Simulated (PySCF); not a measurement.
PySCF input file for H₆Si₂, SMILES [SiH3][SiH3], PBE0/pcJ-1. The structure is a stationary point at TPSSh-D3(BJ)/def2-TZVP.

```python
import numpy as np
from pyscf import gto, scf, dft
from pyscf.prop.ssc import rks as ssc

mol = gto.M(
    atom='''
    Si   -0.00000000    0.00000000   -1.17182224
    Si    0.00000000   -0.00000000    1.17182224
    H    -1.20427218   -0.69528687   -1.68814868
    H     1.20427219   -0.69528687   -1.68814867
    H    -0.00000000    1.39057374   -1.68814868
    H    -1.20427219    0.69528687    1.68814867
    H     1.20427218    0.69528687    1.68814868
    H     0.00000000   -1.39057374    1.68814868
    ''',
    basis='pcJ-1',
    charge=0,
    spin=0,
    max_memory=1600,
    verbose=3,
)
mf = dft.RKS(mol, xc='pbe0')
mf.grids.level = 3
mf.conv_tol = 1e-10
mf.max_cycle = 100
mf.kernel()
j = ssc.SSC(mf)
j.with_fcsd = True
j.max_cycle_cphf = 80
j.conv_tol = 1e-7
e11 = j.kernel()
```

Output:

```
converged SCF energy = -578.431139097574
Reduced spin-spin coupling constant K (Hz)
               #0        #1        #2        #3        #4
        0 Si   0.00000
        1 Si  58.07854   0.00000
        2 H   31.55278   0.66599   0.00000
        3 H   31.55281   0.66618  -0.10818   0.00000
        4 H   31.55181   0.66527  -0.10816  -0.10819   0.00000
        5 H    0.66567  31.55341  -0.03147   0.38212  -0.03137
        6 H    0.66586  31.55195   0.38210  -0.03149  -0.03138
        7 H    0.66612  31.55194  -0.03148  -0.03148   0.38207
               #5        #6        #7
        5 H    0.00000
        6 H   -0.10811   0.00000
        7 H   -0.10814  -0.10815   0.00000
Spin-spin coupling constant J (Hz)
               #0        #1        #2        #3        #4
        0 Si   0.00000
        1 Si  71.63337   0.00000
        2 H  -195.73330  -4.13137   0.00000
        3 H  -195.73345  -4.13254  -3.37518   0.00000
        4 H  -195.72724  -4.12694  -3.37446  -3.37563   0.00000
        5 H   -4.12939 -195.73720  -0.98183  11.92207  -0.97888
        6 H   -4.13059 -195.72811  11.92161  -0.98245  -0.97917
        7 H   -4.13218 -195.72805  -0.98220  -0.98221  11.92067
               #5        #6        #7
        5 H    0.00000
        6 H   -3.37288   0.00000
        7 H   -3.37398  -3.37434   0.00000
```

The run converged.

Cost: roughly 2.8 core-minutes.
